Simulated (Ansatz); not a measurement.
A made-up structure of CHBO, singlet:

```xyz
4
angstrom
B -0.1054 0.6292 -0.4388
C 0.2880 -0.4678 0.4016
O 1.0792 1.2589 0.2322
H -1.0006 1.0803 -1.0496
```

It is relaxed with PBE-D4/def2-SVP and then PBE0-D4/def2-TZVP (Ansatz 0.2.0). Atoms count as bonded within 1.22 times the sum of their covalent radii (H–H: 0.88 Å). The end point is not checked to be a true minimum.

Q: Does its bonding change? (Judge from chemistry; the calculation decides.)

A: The calculation gives: Yes. Formed: C2–O3; broken: none.

Where it ends: The first stage lowers the energy by 2.13 eV in 7 steps. It ends as CHBO ([BH]1[C][O]1):
```xyz
4
angstrom
B -0.2408 0.6305 -0.4182
C 0.5560 -0.3039 0.4842
O 0.9220 0.9677 0.2153
H -0.9761 1.2063 -1.1359
```

Labels in which every atom is bracketed show which atoms are joined, not bond orders.

For scale, one of the runs: PBE0-D4/def2-TZVP relaxation, 99 basis functions, launched by `ansatz run in.yaml --threads 2 --pin off --events-out ev --progress --plain --max-ram 4352MiB`. Hardware: 2 CPU threads of an Arm Neoverse V2, shared host. Wall time about 4.2 s.
